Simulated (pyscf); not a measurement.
Thermochemistry of product channels of H₂As–InH₂ (SMILES [AsH2][InH2]) + SiH₄ (SMILES [SiH4]) on the singlet surface, in kcal/mol, from ωB97M-D3(BJ)/def2-TZVP energies (ideal gas, 1 atm, RRHO with modes under 100 cm⁻¹ raised to 100, one conformer, R ln 2 for chiral ones without a mode under 150 cm⁻¹). PySCF, gas phase, ωB97X-D3(BJ)/def2-SVP geometries.

| products | ΔE | ΔH(298 K) | ΔG(298 K) | ΔG(900 K) |
|---|---|---|---|---|
| H₃Si–AsH–InH₂ (SMILES [SiH3][AsH][InH2]) + H₂ (SMILES [H][H]) | -2.4 | -3.3 | -1.4 | +0.7 |
| H₃Si–InH–AsH₂ (SMILES [SiH3][InH][AsH2]) + H₂ (SMILES [H][H]) | -1.0 | -1.4 | -0.4 | -0.2 |

These are energies of the channels, which say nothing of barriers. Elements up to Kr have no core potential and no relativistic terms here. Elements past Kr carry the def2 core potentials, without spin-orbit coupling.
